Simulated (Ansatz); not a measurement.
**BF− (quartet): from Hartree-Fock to the top rungs, aug-cc-pVTZ**

An exercise on one series of results from a longer session: the logs are not shown, and one member is left open.

The runs use Ansatz 0.2.0, Gaussian basis; aug-cc-pVTZ, core rule «outside noble gas», up to 2 orbitals frozen.

Plan: UHF; CCSD(T) on ROHF; CCSD(T) on UHF; BCCD(T) on ROHF; CCSDT(Q) on ROHF; CCSDT(Q) on UHF; CASSCF and MRCISD+Q, 11 electrons in 8 orbitals; CASSCF and NEVPT2, 11 electrons in 8 orbitals.

9 further runs of the same task are left out: 4 for a known fault of the program, 5 set aside as unsound or not needed.

### What is computed

The geometry is a PBE0/def2-TZVPD stationary point (not a proven minimum).

2 atoms, charge -1, spin multiplicity 4.

Atoms are counted from 1 here; the program's logs count them from 0.

Bond lengths: B1–F2 1.403 Å.

Set-up of the first run:

Contents of in.yaml:

```yaml
crystal:
  periodic: [false, false, false]
  atoms:
    - {symbol: B, position_ang: [0.000000, 0.000000, 0.000000]}
    - {symbol: F, position_ang: [0.000000, 0.000000, 1.402700]}
basis:
  gaussian: {orbitals: aug-cc-pVTZ}
total_charge: -1
magnetization: {spin_polarized: true, initial_magnetization: 3}
hamiltonian: {xc: hf}
output: {orbitals: {seedname: orbitals}}
```

Launch:

```
> ansatz run in.yaml --threads 1 --pin off --events-out ev --progress --plain --max-ram 2560MiB --backend cpu
```

Among the steps run: UHF; CCSD(T) on ROHF; CCSD(T) on UHF; BCCD(T) on ROHF; CCSDT(Q) on ROHF; CCSDT(Q) on UHF; CASSCF and MRCISD+Q, 11 electrons in 8 orbitals; CASSCF and NEVPT2, 11 electrons in 8 orbitals.

One of the session's tables, all rows but one given; the rest of the session is left out.

| method | from UCCSDT(Q) (meV) |
| --- | --- |
| ROHF | +9098.4 |
| UHF | +9067.9 |
| RMP2 | +505.6 |
| UMP2 | +499.9 |
| RCCSD | +327.3 |
| UCCSD | +327.5 |
| RCCSD(T) | +23.0 |
| UCCSD(T) | +23.0 |
| BCCD(T) | +20.9 |
| RCCSDT | +10.0 |
| UCCSDT | +9.9 |
| RCCSDT(Q) | +4.2 |
| UCCSDT(Q) | 0 |
| CASSCF valence | +8431.8 |
| NEVPT2 valence | ? |
| MRCISD valence | +698.2 |
| MRCISD+Q valence | +197.8 |

**Question.** Estimate the row for NEVPT2 valence.

The run gave: from UCCSDT(Q) (meV): +1288.6. In the column «from UCCSDT(Q) (meV)» it lies between MRCISD valence (+698.2) and CASSCF valence (+8431.8).

Caveats from the session: Restricted and unrestricted rows rest on different reference determinants; where their highest levels disagree by more than a few hundredths of an eV, they describe different states and don't form one ladder.
